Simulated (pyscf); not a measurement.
This saddle point was located with ωB97X-D3(BJ)/def2-SVP in PySCF.

```xyz
8

P      0.1847     0.8809    -0.9946
O     -0.2374    -0.4492    -0.1286
H     -0.1675     1.9505    -0.0951
H     -1.0164     1.0849    -1.7528
H      0.3334    -1.0470     0.9546
O     -0.2763    -1.2409     1.8950
H     -0.8380    -0.6897     1.0744
H     -0.5622    -2.1657     1.8556
```

Surface: singlet, charge 0. Lowest wavenumbers (cm⁻¹): 1893i, 75, 123, 337, 551.

Q: Which two sides does it connect, and which bonds change?

A: HO–PH₂ (SMILES OP) + H₂O (SMILES O) ⇌ HO–PH₂ (SMILES OP) + H₂O (SMILES O), a four-centre exchange read from left to right: H–O, H–O broken and H–O, H–O formed. At CCSD(T)/def2-TZVPP + ΔMP2(QZVPP) it lies +171.0 kJ/mol from the left side and +171.0 kJ/mol from the right (each side as separated species at their lowest minima found). On the reactant side the descent ends in a complex, 30.8 kJ/mol under the separated species and 192.8 kJ/mol under the saddle at ωB97X-D3(BJ)/def2-TZVP. On the product side the descent ends in a complex (not fully relaxed), 31.5 kJ/mol under the separated species and 193.4 kJ/mol under the saddle at ωB97X-D3(BJ)/def2-TZVP. At ωB97X-D3(BJ) the barrier from the zero used here is 162.0 kJ/mol. This is the saddle that the search found; another between the same sides may lie lower. The CCSD(T) − MP2 part came from Ansatz, without density fitting, on the same reference.
